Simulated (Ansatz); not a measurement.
Worked example: correlation energy of [Cl···H···O], triplet

Geometry: a point of a hydrogen-transfer path between rigid fragments, not a stationary point.

```xyz
3

Cl    0.0000    0.0000   -1.3450
H     0.0000    0.0000    0.0800
O     0.0000    0.0000    1.2650
```

Basis cc-pVTZ; Ansatz 0.2.0. Only valence electrons are correlated (noble-gas cores frozen), which leaves 14 electrons in 72 orbitals. Prefix R: restricted or restricted open-shell reference; prefix U: unrestricted.

Full CI isn't at hand for all of this; UCCSDT(Q) serves as the reference, and is uncertain by about the last step of the cluster series.

The cluster runs stand on a determinant 0.06 eV above the lowest UHF solution, chosen by trial CCSD; the correlation energy below is counted from it.

Runs differ by some tens of microhartree through their thresholds and, for an open shell, their frozen cores, so steps under 0.03 kcal/mol mean nothing.

| level | total energy (hartree) |
| --- | --- |
| UHF determinant under the cluster runs | -534.867718 |
| UMP2 | -535.235618 |
| UCCSD | -535.273517 |
| UCCSD(T) | -535.287558 |
| UCCSDT | -535.288751 |
| UCCSDT(Q) | -535.289448 |

Task: What is the correlation energy at UCCSDT(Q), and what share of it do UMP2 and UCCSD recover?

Result: E(corr) = -535.289448 − (-534.867718) = -0.421730 hartree = -11.476 eV. UMP2: -0.367900 / -0.421730 = 87.24 %. UCCSD: -0.405799 / -0.421730 = 96.22 %.

Task: By how many kcal/mol does UCCSD(T) miss UCCSDT(Q) (1 hartree = 627.509 kcal/mol), and which steps make up the rest?

Result: -535.287558 − (-535.289448) = 0.001890 hartree = 1.19 kcal/mol. Steps: UCCSDT − UCCSD(T) = -0.75, UCCSDT(Q) − UCCSDT = -0.44 kcal/mol. Differences between like states or geometries often cancel part of this.
